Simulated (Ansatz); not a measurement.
Process, species as SMILES: CS (CH3-SH) + [H][H] (H2) → C (CH4) + S (H2S)
B3LYP-D3(BJ)/def2-TZVP geometries, fixed; electronic energies without zero-point terms.
Largest species:
```
C
H 1 1.0879
H 1 1.0879 2 110.33
H 1 1.0886 2 108.79 3 -119.26
S 1 1.8231 2 111.32 4 -116.63
H 5 1.3429 1 97.06 2 -61.78
```
Charge 0, spin multiplicity 1.

How fast the energy of full hydrogenation converges with the basis for several methods (Ansatz, a first-principles code): deviation from each method's own reference, in kcal/mol. References: B2PLYP -20.20 kcal/mol, the value in aug-pcseg-3; B3LYP -20.87 kcal/mol, the value in aug-pcseg-3; CCSD(T) -19.55 kcal/mol, Hartree-Fock in cc-pV(Q+d)Z plus the correlation part extrapolated as X^-3 from cc-pV(T+d)Z and cc-pV(Q+d)Z; HF -23.02 kcal/mol, the value in aug-pcseg-3; MP2 -18.41 kcal/mol, Hartree-Fock in aug-cc-pV(Q+d)Z plus the correlation part extrapolated as X^-3 from aug-cc-pV(T+d)Z and aug-cc-pV(Q+d)Z; PBE -19.17 kcal/mol, the value in aug-pcseg-3. Cartesian d functions, on some or all atoms, in 6-311+G**; all else is spherical. In correlated methods cores are frozen. No added dispersion term, no relativity. 

```csv
basis,functions,B2PLYP,B3LYP,CCSD(T),HF,MP2,PBE
3-21G,30,2.45,2.46,3.81,1.80,2.25,2.55
def2-SV(P),40,3.09,3.00,4.21,1.20,3.42,3.09
cc-pV(D+d)Z,57,-0.76,-0.23,-1.70,-1.46,-1.95,-0.36
6-311+G**,77,-0.12,-0.25,0.37,-0.49,-0.39,-0.39
aug-cc-pV(D+d)Z,91,-1.32,-1.17,-1.39,-1.18,-1.79,-1.19
pcseg-2,120,-0.22,-0.20,-0.33,-0.17,-0.71,-0.13
def2-TZVPPD,156,-0.22,-0.12,-0.51,-0.10,-0.75,-0.10
def2-QZVPPD,274,-0.07,-0.03,-0.18,-0.01,-0.41,-0.04
```

Mean absolute deviation over 6-311+G**, pcseg-2, def2-TZVPPD: B2PLYP 0.19, B3LYP 0.19, PBE 0.21, HF 0.25, CCSD(T) 0.40, MP2 0.62 kcal/mol.
